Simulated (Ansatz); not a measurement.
**CHS radical (SMILES [CH]=S): single points off equilibrium**

A test off equilibrium: a structure displaced at random from a GFN2-xTB minimum is computed at several levels, and each is set against CCSD(T).

Program: Ansatz 0.2.0, Gaussian basis. Level of theory: single points in def2-TZVPP. These are calculated values, not measurements.

Cores are frozen in the correlated methods. Orbitals are unrestricted.

## Step 1: The starting structure

SMILES `[CH]=S`, 3 atoms, charge 0, spin multiplicity 2.

Atoms are counted from 1 here; the program's logs count them from 0.

Bond lengths: C1–S2 1.321 Å, C1–H3 1.103 Å. Angles: S2–C1–H3 133.0°.

Coordinates:

```
atom    x (Å)    y (Å)    z (Å)
  C1  -0.1456   0.3096   0.0493
  S2   0.8909  -0.2016   0.6887
  H3  -0.9909  -0.1429  -0.4963
```

## Step 2: CCSD(T)/def2-TZVPP

run/in.yaml reads:

```yaml
crystal:
  periodic: [false, false, false]
  atoms:
    - {symbol: C, position_ang: [-0.145600, 0.309600, 0.049300]}
    - {symbol: S, position_ang: [0.890900, -0.201600, 0.688700]}
    - {symbol: H, position_ang: [-0.990900, -0.142900, -0.496300]}
basis:
  gaussian: {orbitals: def2-TZVPP}
magnetization: {spin_polarized: true, initial_magnetization: 1}
correlation: {method: ccsd_t}
scf: {omitted_lower_state_checks: [cluster_reference]}
output: {forces: true}
```

The command line of these runs was not kept.

## Step 3: PBE0-D4/def2-TZVPP

run/in.yaml, as its differences from that of step 2:

```diff
@@ -9,4 +9,3 @@
 magnetization: {spin_polarized: true, initial_magnetization: 1}
-correlation: {method: ccsd_t}
-scf: {omitted_lower_state_checks: [cluster_reference]}
-output: {forces: true}
+hamiltonian: {xc: pbe0, dispersion: d4}
+output: {forces: true, orbitals: {seedname: orbitals}}
```

## Step 4: wB97M-V/def2-TZVPP

run/in.yaml, as its differences from that of step 3:

```diff
@@ -9,3 +9,3 @@
 magnetization: {spin_polarized: true, initial_magnetization: 1}
-hamiltonian: {xc: pbe0, dispersion: d4}
-output: {forces: true, orbitals: {seedname: orbitals}}
+hamiltonian: {xc: {name: wB97M-V}}
+output: {forces: true}
```

## Step 5: r2SCAN-D4/def2-TZVPP

run/in.yaml, as its differences from that of step 4:

```diff
@@ -9,3 +9,3 @@
 magnetization: {spin_polarized: true, initial_magnetization: 1}
-hamiltonian: {xc: {name: wB97M-V}}
+hamiltonian: {xc: r2scan, dispersion: d4}
 output: {forces: true}
```

## Step 6: PBE-D4/def2-TZVPP

run/in.yaml, as its differences from that of step 5:

```diff
@@ -9,3 +9,3 @@
 magnetization: {spin_polarized: true, initial_magnetization: 1}
-hamiltonian: {xc: r2scan, dispersion: d4}
+hamiltonian: {xc: pbe, dispersion: d4}
 output: {forces: true}
```

## Step 7: r2SCAN0-D4/def2-TZVPP

run/in.yaml, as its differences from that of step 6:

```diff
@@ -9,3 +9,3 @@
 magnetization: {spin_polarized: true, initial_magnetization: 1}
-hamiltonian: {xc: pbe, dispersion: d4}
+hamiltonian: {xc: {name: r2SCAN0}, dispersion: d4}
 output: {forces: true}
```

## Step 8: BLYP-D4/def2-TZVPP

run/in.yaml, as its differences from that of step 7:

```diff
@@ -9,3 +9,3 @@
 magnetization: {spin_polarized: true, initial_magnetization: 1}
-hamiltonian: {xc: {name: r2SCAN0}, dispersion: d4}
+hamiltonian: {xc: {name: BLYP}, dispersion: d4}
 output: {forces: true}
```

(Steps that only read results are left out.)

Before running it: what results should come out? Wanted: energy less free atoms, CCSD(T)/def2-TZVPP; RMS force component; RMS force error; HOMO and LUMO, PBE0-D4; T1 diagnostic.

**Answer**, as computed:

| quantity | value |
| --- | --- |
| energy less free atoms, CCSD(T)/def2-TZVPP | -686.3 kJ/mol |
| RMS force component | 10.774 to 11.285 eV/Å over the methods |
| RMS force error | PBE0-D4 0.455, wB97M-V 0.512, r2SCAN-D4 0.353, PBE-D4 0.298, r2SCAN0-D4 0.516, BLYP-D4 0.295 eV/Å |
| HOMO and LUMO, PBE0-D4 | -4.92 and -1.54 eV |
| T1 diagnostic | 0.016 |

**Reading.** Against CCSD(T) the functionals' energies less atoms differ by -94.1 to -40.2 kJ/mol, PBE-D4 by -94.1 kJ/mol. A larger basis would deepen the CCSD(T) value, while the functionals are nearly converged already, so the order here is not reliable. The forces of BLYP-D4 come nearest to CCSD(T), those of r2SCAN0-D4 are farthest. Frozen-core CCSD(T) forces in triple zeta carry basis errors of their own, and this is one geometry, so small gaps rank nothing.
